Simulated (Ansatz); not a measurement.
Process, species as SMILES: [PH2] (PH2) → 2 H atom + P atom
B3LYP-D3(BJ)/def2-TZVP geometries, fixed; electronic energies without zero-point terms.

Effect of a fitting basis named in the input at PBE/def2-TZVPP with Ansatz (an electronic-structure program), against the last row, where the atomisation energy is 154.73 kcal/mol. Open shells are unrestricted. The default fits or decomposes integrals by the program's own choice; accuracy: high also tightens integrals, grids and stops.

```tsv
setting	largest shift of a total energy (mEh)	shift of the atomisation energy (kcal/mol)
fitting: def2-SV(P)-JKFIT	-0.061	-0.051
fitting: def2-universal-JKFIT	-0.061	-0.051
fitting: cc-pVTZ-JKFIT	-0.017	0.006
fitting: cc-pVQZ-JKFIT	-0.006	-0.001
fitting: cc-pV5Z-JKFIT	-0.005	-0.002
fitting: def2-universal-JFIT	-0.119	0.072
accuracy: high	0.000	0.000
accuracy: medium (default)	0.000	0.000
```

Within 0.02 kcal/mol in the atomisation energy: fitting: cc-pVTZ-JKFIT; fitting: cc-pVQZ-JKFIT; fitting: cc-pV5Z-JKFIT; accuracy: high. The largest shift is 0.119 mEh in a total energy and 0.072 kcal/mol in the difference.
